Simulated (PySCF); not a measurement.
## Functional benchmark on one molecule

Molecule: SMILES S=P([S-])([S-])[S-], [PS₄]3-.

Atoms are numbered as in `[S:1]=[P:2]([S-:3])([S-:4])[S-:5]`.

Geometry PBE0-D3(BJ)/def2-SVP throughout; GIAO in PySCF 2.14.0 with density-fitted response routines, gas phase, one conformer, non-relativistic; equivalent atoms averaged; basis pcSseg-2.

Reference values (measured; NMR Tables: representative 31P chemical shifts referenced to 85 % H3PO4 (instrument maker's almanac)): δ(P2) = 87.0 ppm vs 85 % H3PO4. Computed shifts are taken against H3PO4, calculated as an isolated molecule at each level.

Q: How do the functionals WP04, B97-2, BHandHLYP, CAM-B3LYP, wB97X-D, LC-wPBE perform against the reference? Times are CPU seconds on 1 thread of an Arm Neoverse V2, shared host.

A: 
| functional | kind | P2 | abs. error P | core-s |
| --- | --- | --- | --- | --- |
| WP04 | global hybrid | 230.7 | 143.7 | 13 |
| B97-2 | global hybrid | 186.3 | 99.3 | 13 |
| BHandHLYP | global hybrid | 207.4 | 120.4 | 13 |
| CAM-B3LYP | range-separated hybrid | 210.2 | 123.2 | 19 |
| wB97X-D | range-separated hybrid | 197.4 | 110.4 | 20 |
| LC-wPBE | range-separated hybrid | 173.1 | 86.1 | 23 |

For ³¹P the closest is LC-wPBE (86.1 ppm) and the furthest WP04 (143.7 ppm). One molecule is a small sample, and vibrational and solvent effects are absent from the calculation.
